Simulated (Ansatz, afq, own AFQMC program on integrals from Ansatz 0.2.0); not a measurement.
# Breaking Si1–H5 in Si2Ge2H8, singlet

```json
{"atom": "Si", "x (Å)": "-1.3866", "y (Å)": "0.3687", "z (Å)": "-0.9237"}
{"atom": "Ge", "x (Å)": "-0.9258", "y (Å)": "0.1093", "z (Å)": "1.4334"}
{"atom": "Si", "x (Å)": "1.3873", "y (Å)": "-0.3657", "z (Å)": "0.9239"}
{"atom": "Ge", "x (Å)": "0.9253", "y (Å)": "-0.1118", "z (Å)": "-1.4336"}
{"atom": "H", "x (Å)": "-2.3589", "y (Å)": "-0.6266", "z (Å)": "-1.4749"}
{"atom": "H", "x (Å)": "-1.8309", "y (Å)": "1.7429", "z (Å)": "-1.3164"}
{"atom": "H", "x (Å)": "-1.6825", "y (Å)": "-1.0527", "z (Å)": "2.1073"}
{"atom": "H", "x (Å)": "-1.1469", "y (Å)": "1.3839", "z (Å)": "2.2720"}
{"atom": "H", "x (Å)": "1.8368", "y (Å)": "-1.7372", "z (Å)": "1.3198"}
{"atom": "H", "x (Å)": "2.3561", "y (Å)": "0.6346", "z (Å)": "1.4725"}
{"atom": "H", "x (Å)": "1.1418", "y (Å)": "-1.3906", "z (Å)": "-2.2671"}
{"atom": "H", "x (Å)": "1.6844", "y (Å)": "1.0452", "z (Å)": "-2.1132"}
```

Products: Si2Ge2H7 (doublet; SiH–GeH2–SiH2–GeH2, closed to a ring) and H (doublet), each relaxed with PBE0/def2-SVP like the molecule; electronic energies without zero-point terms. Determinants: RHF, UHF and UHF in that order.

Basis def2-SVP. Only valence electrons are correlated. AFQMC by an in-house program on the Cholesky factors that Ansatz 0.2.0 writes for its CCSD(T) run. ph-AFQMC/CISD is guided by a CISD state made of CCSD amplitudes; releasing the constraint for a short imaginary time cuts its bias at the price of noise, slowly where states lie close. ± is one standard error of the sampling. No spin–orbit coupling. The errors of all members are added in quadrature.

No full CI on the walks' own integrals is used here. The released AFQMC energy serves as the reference, which it does only where one determinant dominates, the energy is flat over the last release times and near the phaseless one (40 meV or 2 meV an electron, half that with transition metals). On small molecules, where full CI could be run and the noise was under 10 meV, such values lay within 10 meV of it in 19 cases of 20, a flattering rate, since the rule was set on those same cases; what remains of the bias isn't in the error bar. Each member takes its own surest rung, up to full CI.

The best estimate is CCSD(T) at the basis-set limit (CBS: def2-TZVPP and def2-QZVPP, with their diffuse functions for anions and beside diffuse sets, MP2 extrapolated, CCSD(T) minus MP2 from TZVPP) plus the step from CCSD(T) to AFQMC with the constraint released in def2-SVP. Rows without CBS are in def2-SVP, the functionals in def2-TZVP; B2PLYP and the wave-function rows carry a basis error of their own. Core correlation and relativity beyond core potentials are missing, and ± holds the sampling alone.

Cautions: inner d shell frozen; no relativity below Rb; no spin-orbit coupling; Si₂Ge₂H₈ (singlet): the released value is read at 0.90 1/Eh with a noise of 11 meV, more than in the cases checked (meV from the phaseless value at times in 1/Eh: 0 ± 8 at 0.21, -10 ± 10 at 0.42, -9 ± 12 at 0.63, -4 ± 11 at 0.90); Si₂Ge₂H₇ (doublet): the released value is read at 0.90 1/Eh with a noise of 18 meV, more than in the cases checked (meV from the phaseless value at times in 1/Eh: -6 ± 15 at 0.21, -14 ± 16 at 0.42, -14 ± 20 at 0.63, -26 ± 18 at 0.90).

| level | bond energy (kcal/mol) |
| --- | --- |
| HF | 70.5 |
| B2PLYP | 87.0 |
| PBE | 83.5 |

Problem. From these cheaper values, estimate the bond energy at the level of the best estimate.

Solution. 88.9 ± 0.5 kcal/mol (best estimate, highest rung released AFQMC).

```csv
level,bond energy (kcal/mol),error against the best estimate (kcal/mol)
MP2,82.7,-6.2 ± 0.5
CCSD,85.1,-3.8 ± 0.5
CCSD(T),85.0,-3.9 ± 0.5
ph-AFQMC/CISD,84.8 ± 0.4,-4.1 ± 0.7
released AFQMC,84.3 ± 0.5,-4.6
HF/CBS,70.9,-18.0 ± 0.5
MP2/CBS,87.5,-1.4 ± 0.5
CCSD(T)/CBS,89.6,0.7 ± 0.5
r2SCAN,84.5,-4.4 ± 0.5
PBE0,84.7,-4.2 ± 0.5
B3LYP,87.7,-1.2 ± 0.5
wB97M-V,89.6,0.7 ± 0.5
```

Correlation beyond CCSD(T) changes it by less than twice the noise. Going to the basis-set limit adds 4.6 kcal/mol at CCSD(T). The perturbative (T) step is worth −0.2 kcal/mol.

Best estimates are given only where the step beyond CCSD(T) is under 0.3 eV and no member's determinant is very poor (T1 over 0.05, or 0.07 for open shells, ⟨S²⟩ too high by 0.3, two states mixed), so the hardest cases are missing from such tables.

The functionals ran in a triple-zeta set and keep a basis error of their own, a few kJ/mol for each bond in atomization energies and more for double hybrids, so close places among them and the extrapolated levels can swap.

Each member of a difference takes its own highest rung, so a best estimate needn't equal the limit plus the step of one row. Released energies are given only where the last usable release times agree within the noise; a slower fall can still hide under it.
